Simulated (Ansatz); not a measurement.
in.yaml

```yaml
crystal:
  periodic: [false, false, false]
  atoms:
    - {symbol: Si, position_ang: [0.000000, 0.000000, 2.219602]}
    - {symbol: Al, position_ang: [0.000000, 0.000000, -0.312398]}
    - {symbol: H, position_ang: [0.000000, 0.000000, -1.907204]}
basis:
  gaussian: {orbitals: 6-31G}
correlation: {method: fci, electrons: outside_noble_gas}
```

```sh
$ ansatz run in.yaml --threads 1 --pin off --events-out ev --progress --plain --max-ram 2393MiB
```

Log:

```
542 factors; integrals over basis functions are off by at most 1.1e-7 eV
mean field evaluation 1: about -14455.5828 eV, gradient 6.5e0 eV
mean field evaluation 2: about -14455.5844 eV, gradient 6.5e0 eV
mean field evaluation 4: about -14455.9074 eV, gradient 8.4e-1 eV
mean field evaluation 8: about -14455.9143 eV, gradient 2.5e-3 eV
mean field evaluation 16: about -14450.9390 eV, gradient 7.7e-1 eV
mean field evaluation 32: about -14455.9143 eV, gradient 3.6e-6 eV
mean field -14455.91433529 eV, -531.2450532512 hartree, gradient 4.1e-6 eV, S^2 0.000000; 5 other end points of the search recorded, 0 dependent functions left out; unrestricted orbitals would lower it
mean field evaluation 64: about -14456.6412 eV, gradient 2.8e-2 eV
10 core orbitals not correlated: weight in the atoms' cores, before any rotation towards them, 1.000 or more for the frozen orbitals, at most 0.000 for the correlated occupied ones
reference -14455.91433529 eV, -531.2450532512 hartree; 4, 4 occupied and 14, 14 virtual orbitals, 542 factors
state -14458.87991252 eV, -531.3540362043 hartree
Total energy: -14458.87991252 eV, -531.3540362043 hartree
```

Natural occupations: 1.9625 1.9570 1.9091 0.9605 0.9338 0.0783 0.0739 0.0723 0.0197 0.0078 0.0054 0.0052 0.0051 0.0044 0.0017 0.0016 0.0015 0.0003.

Ran on 1 thread of Arm Neoverse V1, shared host: 22 s wall, 0.3 GiB peak host memory.
